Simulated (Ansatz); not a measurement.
A made-up structure of CH4AlN, closed shell:

```
atom    x (Å)    y (Å)    z (Å)
  C1  -0.1835   0.4179   0.7785
  N2  -0.5628   0.0433  -0.6312
 Al3   1.0979  -0.5330   0.1377
  H4  -1.3732  -0.5700  -0.7180
  H5  -0.6263   0.8207  -1.2885
  H6  -0.8279   1.0094   1.3771
  H7   2.5045  -1.1692   0.4287
```

It is relaxed with PBE-D4/def2-SVP and then PBE0-D4/def2-TZVP (Ansatz 0.2.0). Atoms count as bonded within 1.22 times the sum of their covalent radii (H–H: 0.88 Å). The end point is not checked to be a true minimum.

Problem. Does its bonding change? (A judgement: the text doesn't fix the answer.)

Solution. By the calculation: No: no bond forms or breaks.

Where it ends: The first stage lowers the energy by 0.50 eV in 8 steps. It ends as CH₄AlN ([CH]1[NH2][AlH]1):
```xyz
7
angstrom
C -0.2611 0.4872 0.8459
N -0.4886 0.0211 -0.5883
Al 1.1618 -0.4514 0.4206
H -1.2756 -0.6058 -0.7251
H -0.5431 0.7582 -1.2846
H -1.0151 1.0899 1.3281
H 2.4504 -1.2800 0.0877
```

Labels in which every atom is bracketed show which atoms are joined, not bond orders.

For scale, one of the runs: PBE0-D4/def2-TZVP relaxation, 123 basis functions, launched by `ansatz run in.yaml --threads 2 --pin off --events-out ev --progress --plain --max-ram 4352MiB`. The run took about 14 s on 2 CPU threads of an Arm Neoverse V2 (shared host).
